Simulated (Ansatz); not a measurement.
We consider bcc Rb, described by r²SCANh in Ansatz (plane waves, PAW).

Settings: plane-wave cutoff 520 eV, 8×8×8 k mesh, Fermi–Dirac smearing 0.05 eV, scalar-relativistic PAW data made under PBE.

Pressure at four volumes; x = ln(V/95.611 Å³). One pressure is withheld.

| V (Å³/atom) | x | P (GPa) |
|---|---|---|
| 90.830 | -0.0513 | 0.147 |
| 95.611 | 0.0000 | -0.001 |
| 98.001 | 0.0247 | -0.063 |
| 100.391 | 0.0488 | ? |

Task: Pass a parabola P(x) through the three rows shown, estimate the bulk modulus and its pressure derivative near zero pressure, and predict the withheld pressure.

Result: Slopes between the rows: (-0.001 − (0.147))/(0.0000 − (-0.0513)) = -2.88 and (-0.063 − (-0.001))/(0.0247 − (0.0000)) = -2.51 GPa. Their difference over the span 0.0760 is c = 0.37/0.0760 = 4.9 GPa, so P(x) = 0.147 + (-2.88)(x − (-0.0513)) + 4.9 (x − (-0.0513))(x − (0.0000)). At the middle row B = −dP/dx = −[-2.88 + 4.9 × 0.0513] = 2.6 GPa, and B′ = dB/dP = 2c/B = 3.8. At x = 0.0488 the parabola gives -0.117 GPa; the run gives -0.119 GPa. The Birch–Murnaghan fit to the energies at all volumes has B0 = 2.63 GPa and B′ = 3.7.

Measured, for comparison: bulk modulus 2.92 GPa (corrected for temperature and zero-point phonon effects, our sources range from 2.92 to 3.60; as tabulated in Levämäki et al. (2014), arXiv:1402.3671). Computed (rounded) less measured: bulk modulus not scored (sources differ).

Ansatz is a program for electronic structure.
